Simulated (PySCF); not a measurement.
**XPS shifts beside NMR shieldings**

Methacrylonitrile, C4H5N.
Geometry (PBE0-D3(BJ)/def2-SVP, Å), atoms numbered from 1 in this order:
```xyz
10
C4H5N angstrom
C      0.219    1.541    0.030
C      0.325    0.205   -0.046
C     -0.838   -0.743   -0.056
C      1.631   -0.391   -0.123
N      2.672   -0.900   -0.187
H      1.102    2.183    0.034
H     -0.763    2.016    0.090
H     -1.786   -0.192    0.006
H     -0.841   -1.348   -0.975
H     -0.780   -1.443    0.792
```

Binding energies: PySCF, delta-SCF UKS SCAN, pcX-2 on the ionised atom, pcseg-1 elsewhere, spin-free X2C. Shieldings: GIAO B97-2/pcSseg-2, non-relativistic, same geometry.

```csv
atom,isotropic shielding (ppm)
C1,44.3
C2,53.5
C3,158.8
C4,59.2
```

What are the C 1s binding energies of these atoms?

| atom | environment | C 1s (eV) | isotropic shielding (ppm) |
| --- | --- | --- | --- |
| C1 | terminal =CH2 carbon | 291.00 | 44.3 |
| C3 | allylic carbon | 291.60 | 158.8 |
| C4 | nitrile carbon | 292.24 | 59.2 |
| C2 | fully substituted alkene carbon | 292.25 | 53.5 |

By binding energy: C1 < C3 < C4 ≈ C2. By shielding: C1 < C2 < C4 < C3.

Geometry: PBE0-D3(BJ)/def2-SVP; no solvent, vibrations or thermal averaging.
